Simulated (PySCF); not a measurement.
Gas-phase reaction: AlH₃ + 3 CH₂ ⇌ Al(CH₃)₃

Energies from PySCF, thermal terms from the rigid-rotor harmonic-oscillator model, ideal gas at 1 bar. † marks an energy on the PBE0/def2-TZVP geometry and frequencies. MP2 freezes the core. Open shells (unrestricted): CH₂ (multiplicity 3); the rest are closed-shell singlets. AlH₃: computed as isolated molecules; such fragments, hydroxides, amides, oligomers or adducts are transient or little studied in the gas. MP2 isn't extrapolated to the basis-set limit.

ωB97M-V/def2-TZVP† gives ΔH°(298 K) = -1372 kJ.

Question: What do r2SCAN/def2-TZVP†, HF/def2-TZVP†, MP2/def2-SVP† give?

Answer: r2SCAN/def2-TZVP†: -1301 kJ; HF/def2-TZVP†: -900 kJ; MP2/def2-SVP†: -1311 kJ. For scale, ΔH°(298 K) is -1372 kJ at this level, -1385 kJ at ωB97X-V/def2-TZVP†, and runs from -1576 to -900 kJ over the 18 levels computed.
